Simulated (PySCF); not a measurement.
Molecule: SMILES [C-]#[O+], CO.

Structure with atom numbers: `[C-:1]#[O+:2]`.

Spin–spin couplings on one PBE0-D3(BJ)/def2-SVP geometry, PySCF 2.14.0 with density-fitted response routines, gas phase, non-relativistic, equivalent pairs averaged; isotopes ¹³C, ¹⁷O; basis pcJ-1.

Reference values (Hz): ¹J(C1,O2) = 16.4 (measured; Jessen and Sauer, arXiv:2312.00705; CC3 and CCSD from Faber, Sauer, Gauss 2017).

Question: How do the couplings (Hz) change with the functional? Times are CPU seconds on shared hosts with different chips, so compare them loosely.

Answer: 
| functional | functions | ¹J(C1,O2) | abs. error | core-s |
| --- | --- | --- | --- | --- |
| HF | 54 | -3.7 | 12.7 | 0.17 |
| LDA | 54 | 28.9 | 12.5 | 0.47 |
| PBE | 54 | 27.0 | 10.6 | 0.66 |
| KT2 | 54 | 30.5 | 14.1 | 0.68 |
| B3LYP | 54 | 21.1 | 4.7 | 0.88 |
| PBE0 | 54 | 22.4 | 6.0 | 0.5 |
| B97-2 | 54 | 19.8 | 3.4 | 0.53 |
| BHandHLYP | 54 | 13.3 | 3.1 | 0.6 |
| CAM-B3LYP | 54 | 21.1 | 4.7 | 0.8 |

Errors compare magnitudes, without vibrational corrections. Closest: BHandHLYP; furthest: KT2.
